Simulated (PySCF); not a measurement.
```xyz
3
charge 0 multiplicity 1, angstrom
C     0.0000    0.0000    0.0000
O     0.0000    0.0000    1.1568
O     0.0000    0.0000   -1.1568
```

Computed with PySCF, PBE0, basis C def2-TZVP, O def2-TZVP (no relativity, density fitting).

This geometry of CO₂ is a stationary point at this level.

(1) What is the point group?

(2) Is it a minimum?

(3) Which band is strongest in the infrared?

(4) What are the dipole moment and the gap between the highest occupied and lowest empty levels?

(5) What is the atomisation energy, with and without zero-point energy?

Results:

(1) D∞h.

(2) Yes: all harmonic wavenumbers are real.

(3) 2456 cm⁻¹ (σu+), 661 km/mol.

(4) 0.00 D and 11.50 eV.

(5) 1638 kJ/mol without, 1607 kJ/mol with.
